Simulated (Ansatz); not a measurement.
The reference is Au in the fcc (Cu type) structure (space group Fm-3m, No. 225; a = 4.1572 Å).

The values are results of DFT with PBE, PAW potentials and a 420 eV plane-wave cutoff in Ansatz (a quantum-chemistry and plane-wave program), no SOC, not measurements.

Now apply this change: every Au is replaced by Cu; the structure is relaxed again.

Measured lattice parameter a: Au 4.062 Å (static lattice; corrected from measurement; as listed in Daniel Mejia-Rodriguez, S. B. Trickey, Phys. Rev. B (2018)); Cu 3.595 Å (static lattice; corrected from measurement; as listed in Gábor I. Csonka et al., Physical Review B (2009)).

**Question.** How well does PBE reproduce the measured shift?

**Answer.** With PBE the lattice parameter a moves by -0.527 Å (4.157 → 3.630) against -0.467 Å measured.

Whether these cells are dynamically stable was not tested. The final runs are not spin-polarised.
